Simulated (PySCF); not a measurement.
Compound: C4H5F.
Bonds: C1–C2, C2–C3 (double), C3–F4, C3–C5, C2–C5. Hydrogens: H6, H7, H8 on C1; H9, H10 on C5.

Computed with MP2 and CCSD/aug-cc-pVDZ in PySCF, restricted Hartree–Fock reference, frozen core, non-relativistic, gas phase, PBE0-D3(BJ)/def2-SVP geometry.

E(HF) = -253.73737 Eh.

**Question.** How large is the problem?

**Answer.** 160 basis functions and 38 electrons; 5 orbitals frozen, which leaves o = 14 correlated occupied and v = 141 virtual orbitals. That is o·v = 1974 singles and o·v(o·v + 1)/2 = 1949325 distinct closed-shell doubles amplitudes before symmetry; the costliest CCSD step grows as o²v⁴ = 7.7 × 10^10.

**Question.** What are the MP2 and CCSD correlation energies?

**Answer.** MP2 -0.7577 Eh and CCSD -0.7939 Eh, which gives totals of -254.49509 and -254.53129 Eh. That is 0.772 eV for each correlated electron at CCSD (2084 kJ/mol in all, 0.312 % of the total energy); MP2 gives 95.4 % of the CCSD value.

**Question.** What is the T1 diagnostic?

**Answer.** 0.0117, below the customary warning level of 0.02. It is the norm of the spatial-orbital singles amplitudes over the root of the number of correlated electrons, so the norm is 0.062.

**Question.** How does correlation change the dipole moment?

**Answer.** HF gives 1.92 D and CCSD (unrelaxed density) 1.73 D, a change of -0.19 D.

No triples correction and no basis-set extrapolation were made.

The job also held the EOM ionisation roots. Hardware: one thread, Arm Neoverse V1 (aarch64) (shared host). Cost: 6.8 min wall, 2.9 GiB resident at most.
